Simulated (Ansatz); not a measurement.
Input file:

```yaml
crystal:
  periodic: [false, false, false]
  atoms:
    - {symbol: N, position_ang: [0.000000, 0.000000, 0.000000]}
    - {symbol: As, position_ang: [0.000000, 0.000000, 5.380000]}
basis:
  gaussian: {orbitals: cc-pVDZ}
magnetization: {spin_polarized: false}
correlation: {method: ccsdt_q, electrons: outside_noble_gas}
```

```sh
$ ansatz run in.yaml --threads 1 --pin off --events-out ev --progress --plain --max-ram 2393MiB
```

Log:

```
705 factors; integrals over basis functions are off by at most 3.8e-8 eV
mean field evaluation 1: about -62186.2802 eV, gradient 8.6e1 eV
mean field evaluation 2: about -62186.2803 eV, gradient 8.6e1 eV
mean field evaluation 4: about -62172.3056 eV, gradient 1.2e2 eV
mean field evaluation 8: about -62243.0348 eV, gradient 7.4e1 eV
mean field evaluation 16: about -62262.7274 eV, gradient 8.8e-4 eV
mean field evaluation 32: about -62262.7290 eV, gradient 2.2e-1 eV
mean field evaluation 64: about -62258.9928 eV, gradient 2.8e1 eV
mean field evaluation 96: about -62262.7366 eV, gradient 1.6e0 eV
mean field evaluation 128: about -62262.7121 eV, gradient 1.7e0 eV
mean field evaluation 160: about -62262.9149 eV, gradient 1.1e-6 eV
...
mean field -62262.91959137 eV, -2288.1200916601 hartree, gradient 2.2e-6 eV, S^2 0.000000; 36 other end points of the search recorded, 0 dependent functions left out; unrestricted orbitals would lower it
...
determinant -62262.91959137 eV, -2288.1200916601 hartree, with singles and doubles -62271.85935957 eV, -2288.4486220820 hartree
determinant -62262.91487400 eV, -2288.1199183000 hartree, with singles and doubles -62271.85494605 eV, -2288.4484598880 hartree
determinant -62262.77502310 eV, -2288.1147788742 hartree, with singles and doubles -62271.79533098 eV, -2288.4462690747 hartree
determinant -62262.75945903 eV, -2288.1142069052 hartree, with singles and doubles -62271.78745880 eV, -2288.4459797775 hartree
determinant -62262.73802058 eV, -2288.1134190566 hartree, with singles and doubles -62271.77820519 eV, -2288.4456397133 hartree
determinant -62262.73367962 eV, -2288.1132595293 hartree, with singles and doubles -62271.76720940 eV, -2288.4452356255 hartree
determinant -62262.72895223 eV, -2288.1130858009 hartree, with singles and doubles -62271.76279989 eV, -2288.4450735793 hartree
determinant -62262.72736717 eV, -2288.1130275511 hartree, with singles and doubles -62271.80887272 eV, -2288.4467667244 hartree
determinant -62262.72223202 eV, -2288.1128388380 hartree, with singles and doubles -62271.77030254 eV, -2288.4453492965 hartree
determinant -62262.71637664 eV, -2288.1126236567 hartree, with singles and doubles -62271.78366434 eV, -2288.4458403336 hartree
determinant -62262.71161183 eV, -2288.1124485530 hartree, with singles and doubles -62271.80113317 eV, -2288.4464823013 hartree
determinant -62262.70097180 eV, -2288.1120575390 hartree, with singles and doubles -62271.77605472 eV, -2288.4455606852 hartree
determinant -62260.11441545 eV, -2288.0170033466 hartree, with no singles and doubles
determinant -62260.10946507 eV, -2288.0168214233 hartree, with no singles and doubles
determinant -62259.99762781 eV, -2288.0127114798 hartree, with no singles and doubles
determinant -62259.88992556 eV, -2288.0087534952 hartree, with no singles and doubles
determinant -62259.81845027 eV, -2288.0061268266 hartree, with no singles and doubles
determinant -62262.91959137 eV, -2288.1200916601 hartree, with singles and doubles -62273.30117618 eV, -2288.5016078651 hartree
determinant -62262.91487400 eV, -2288.1199183000 hartree, with singles and doubles -62273.30004836 eV, -2288.5015664184 hartree
determinant -62262.77502310 eV, -2288.1147788742 hartree, with singles and doubles -62273.29350666 eV, -2288.5013260155 hartree
determinant -62262.75945903 eV, -2288.1142069052 hartree, with singles and doubles -62273.29229435 eV, -2288.5012814638 hartree
determinant -62262.73802058 eV, -2288.1134190566 hartree, with singles and doubles -62273.28882110 eV, -2288.5011538242 hartree
determinant -62262.73367962 eV, -2288.1132595293 hartree, with singles and doubles -62273.28515204 eV, -2288.5010189888 hartree
determinant -62262.72895223 eV, -2288.1130858009 hartree, with singles and doubles -62273.28402355 eV, -2288.5009775174 hartree
determinant -62262.72736717 eV, -2288.1130275511 hartree, with singles and doubles -62273.29522035 eV, -2288.5013889925 hartree
determinant -62262.72223202 eV, -2288.1128388380 hartree, with singles and doubles -62273.28756114 eV, -2288.5011075215 hartree
determinant -62262.71637664 eV, -2288.1126236567 hartree, with singles and doubles -62273.28896498 eV, -2288.5011591118 hartree
determinant -62262.71161183 eV, -2288.1124485530 hartree, with singles and doubles -62273.29390293 eV, -2288.5013405780 hartree
determinant -62262.70097180 eV, -2288.1120575390 hartree, with singles and doubles -62273.28759223 eV, -2288.5011086639 hartree
determinant -62255.02453516 eV, -2287.8299536957 hartree, with singles and doubles -62270.39233651 eV, -2288.3947099788 hartree
determinant -62255.02453516 eV, -2287.8299536957 hartree, with singles and doubles -62279.84706125 eV, -2288.7421647045 hartree
...
unrestricted determinant -62274.83576226 eV, -2288.5580028634 hartree, S^2 3.0047
15 core orbitals not correlated: weight in the atoms' cores, before any rotation towards them, 1.000 or more for the frozen orbitals, at most 0.000 for the correlated occupied ones
reference -62262.91959137 eV, -2288.1200916601 hartree; 5, 5 occupied and 21, 21 virtual orbitals, 705 factors
second order -10.12520776 eV of doubles, -0.00000000 eV of singles
...
cycle 139  -11.73003852 eV  change    9.7e-8 eV  update   1.8e-6
cycle 140  -11.73003874 eV  change   -2.2e-7 eV  update   1.8e-6
cycle 141  -11.73003871 eV  change    3.1e-8 eV  update   2.3e-6
cycle 142  -11.73003955 eV  change   -8.4e-7 eV  update   2.7e-6
cycle 143  -11.73004034 eV  change   -7.9e-7 eV  update   1.9e-6
cycle 144  -11.73004142 eV  change   -1.1e-6 eV  update   2.4e-6
cycle 145  -11.73004250 eV  change   -1.1e-6 eV  update   3.3e-6
cycle 146  -11.73004309 eV  change   -5.9e-7 eV  update   3.6e-6
cycle 147  -11.73004318 eV  change   -9.3e-8 eV  update   5.0e-7
cycle 148  -11.73004334 eV  change   -1.6e-7 eV  update   2.8e-7
perturbative correction -0.11550511 eV, -0.0042447346 hartree
WARN: these amplitudes may be one of several solutions (largest doubles amplitude 1.01, level shift 13.11 eV)
WARN: in the space of 8 natural orbitals, full CI finds another state of this spin 4.279 eV below this run's state, or below the method's energy where it doesn't find this run's state
WARN: the method's energy lies above the unrestricted determinant's, so it is not that of the lowest state
Total energy: -62274.76513982 eV, -2288.5554075365 hartree
```

The T1 diagnostic is 0.056. The program found a lower state of this spin, so this energy isn't the lowest state's.

Ran on 1 thread of INTEL XEON PLATINUM 8581C, shared host: 23 s wall, 0.23 GiB peak host memory.
